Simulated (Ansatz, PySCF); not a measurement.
C2H5, SMILES [CH2]C, multiplicity 2. Atoms are numbered in the order given.

```xyz
7

C      0.7852    -0.1046    -0.0360
C     -0.6828     0.0926    -0.0022
H      1.4606     0.6953     0.2399
H      1.2110    -1.0845    -0.2114
H     -1.1002    -0.1034     0.9981
H     -0.9623     1.1186    -0.2559
H     -1.2008    -0.5825    -0.6886
```
Charge 0, spin multiplicity 2.

Geometry: r2SCAN-D4/def2-TZVP. The isomer is the one that the SMILES or the coordinates give; other isomers of the formula were not compared.

Two levels are set side by side: PBE-D3(BJ)/def2-TZVP (Ansatz, an electronic-structure program) and r2SCAN-D4/def2-TZVP (Ansatz). Each level has its own optimised geometry; the coordinates shown are those of the second. Frequencies come from the Hessian of PySCF at each geometry. Differences are taken from unrounded values.

```csv
quantity,r2SCAN-D4
mean bond length (Å),1.156
bond C1–C2 (Å),1.482
bond C1–H3 (Å),1.083
bond C1–H4 (Å),1.083
bond C2–H5 (Å),1.101
bond C2–H6 (Å),1.093
bond C2–H7 (Å),1.093
highest harmonic wavenumber (cm⁻¹),3249
mean harmonic wavenumber (cm⁻¹),1732
zero-point energy (kcal/mol),37.14
```

Question: What does PBE-D3(BJ) give, and how far is it from r2SCAN-D4? (The exact figures need the calculation; the answer reports its results.)

Answer: 
```tsv
quantity	PBE-D3(BJ)	PBE-D3(BJ) minus r2SCAN-D4
mean bond length (Å)	1.162	0.006
bond C1–C2 (Å)	1.483	0.001
bond C1–H3 (Å)	1.090	0.007
bond C1–H4 (Å)	1.090	0.007
bond C2–H5 (Å)	1.110	0.009
bond C2–H6 (Å)	1.101	0.008
bond C2–H7 (Å)	1.101	0.008
highest harmonic wavenumber (cm⁻¹)	3183	-66
mean harmonic wavenumber (cm⁻¹)	1687	-45
zero-point energy (kcal/mol)	36.17	-0.97
```
